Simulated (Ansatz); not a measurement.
C4H6O2, SMILES `C#COC(C)O`, relaxed with RKS PBE0-D4/def2-TZVP in Ansatz 0.2.0 from a PBE-D4/def2-SVP geometry. The force threshold is 0.005 eV/Å; the program also tests the step.

Total charge 0; spin multiplicity 1.

Start:

```xyz
12

C    -1.095    1.669    2.286
C    -0.910    0.801    1.443
O    -0.745   -0.160    0.578
C     0.453   -0.070   -0.283
C     0.531   -1.411   -0.986
O     0.383    1.021   -1.129
H    -1.270    2.447    3.012
H     1.318    0.115    0.388
H    -0.385   -1.571   -1.593
H     1.413   -1.433   -1.653
H     0.606   -2.241   -0.258
H    -0.298    0.833   -1.806
```

By how much does the energy fall, and how many steps does the optimiser take? (An estimate is asked.)

The calculation gave: 0.08 eV, in 9 steps, 1 of them rejected.

Which bonds change most? (Estimate.)

The calculation gave: O3–C4 from 1.478 to 1.453 Å; C1–C2 from 1.223 to 1.199 Å; C4–H8 from 1.111 to 1.093 Å; C5–H9 from 1.110 to 1.093 Å.

Give the relaxed structure. (An estimate is asked.)

The calculation gave: 
```xyz
12

C    -1.068    1.648    2.247
C    -0.904    0.791    1.424
O    -0.757   -0.161    0.560
C     0.432   -0.073   -0.269
C     0.529   -1.399   -0.973
O     0.364    1.011   -1.114
H    -1.221    2.412    2.969
H     1.279    0.114    0.396
H    -0.361   -1.562   -1.587
H     1.411   -1.406   -1.613
H     0.601   -2.214   -0.253
H    -0.305    0.840   -1.787
```
